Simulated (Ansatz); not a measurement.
Reaction (SMILES): [C]#C (C-CH) → [C-]#C (an electron is taken up)
B3LYP-D3(BJ)/def2-TZVP geometries, fixed; electronic energies without zero-point terms; positive where energy is released.
Largest species:
```xyz
3

C      0.0000     0.0000    -0.4720
C      0.0000     0.0000     0.7280
H      0.0000     0.0000    -1.5362
```
Charge 0, spin multiplicity 2.

Basis-set convergence of the adiabatic electron affinity at PBE with Ansatz (a first-principles code). Cartesian d functions, on some or all atoms, in 6-31G*, 6-31+G*; all else is spherical. Open shells are unrestricted. No added dispersion term, no relativity. Functions are those of the species that has most. Reference: the value in aug-pcseg-3, 3.013 eV, itself unsure by roughly 0.017 eV (its mean distance from aug-cc-pVQZ, def2-QZVPPD). Deviations are taken from unrounded values.

| basis | functions | adiabatic electron affinity (eV) |
|---|---|---|
| 6-31G* | 32 | 2.032 |
| 6-31+G* | 40 | 3.034 |
| cc-pVDZ | 33 | 2.386 |
| aug-cc-pVDZ | 55 | 3.056 |
| def2-SVP | 33 | 2.391 |
| def2-SVPD | 48 | 2.804 |
| pcseg-1 | 33 | 2.649 |
| aug-pcseg-1 | 55 | 3.071 |
| 6-311G** | 42 | 2.511 |
| 6-311+G** | 50 | 3.029 |
| def2-TZVP | 68 | 2.839 |
| def2-TZVPD | 83 | 2.936 |
| cc-pVTZ | 74 | 2.704 |
| aug-cc-pVTZ | 115 | 3.018 |
| pcseg-2 | 74 | 2.917 |
| aug-pcseg-2 | 115 | 3.013 |
| def2-TZVPP | 76 | 2.844 |
| def2-TZVPPD | 91 | 2.934 |
| cc-pVQZ | 140 | 2.849 |
| aug-cc-pVQZ | 206 | 3.013 |
| def2-QZVPP | 144 | 2.945 |
| def2-QZVPPD | 159 | 2.979 |
| pcseg-3 | 153 | 2.999 |
| aug-pcseg-3 | 219 | 3.013 |

What the diffuse functions change, pair by pair:
- 6-31G* to 6-31+G*: 8 more functions, deviation -0.981 to 0.021 eV
- cc-pVDZ to aug-cc-pVDZ: 22 more functions, deviation -0.627 to 0.043 eV
- def2-SVP to def2-SVPD: 15 more functions, deviation -0.622 to -0.209 eV
- pcseg-1 to aug-pcseg-1: 22 more functions, deviation -0.364 to 0.058 eV
- 6-311G** to 6-311+G**: 8 more functions, deviation -0.502 to 0.016 eV
- def2-TZVP to def2-TZVPD: 15 more functions, deviation -0.174 to -0.077 eV
- cc-pVTZ to aug-cc-pVTZ: 41 more functions, deviation -0.308 to 0.005 eV
- pcseg-2 to aug-pcseg-2: 41 more functions, deviation -0.096 to 0.000 eV
- def2-TZVPP to def2-TZVPPD: 15 more functions, deviation -0.169 to -0.079 eV
- cc-pVQZ to aug-cc-pVQZ: 66 more functions, deviation -0.164 to 0.000 eV
- def2-QZVPP to def2-QZVPPD: 15 more functions, deviation -0.068 to -0.033 eV
- pcseg-3 to aug-pcseg-3: 66 more functions, deviation -0.014 to 0.000 eV

Leaving out the reference's own pair, they bring the value nearer the reference by more than 0.017 eV in 11 of 11 pairs.
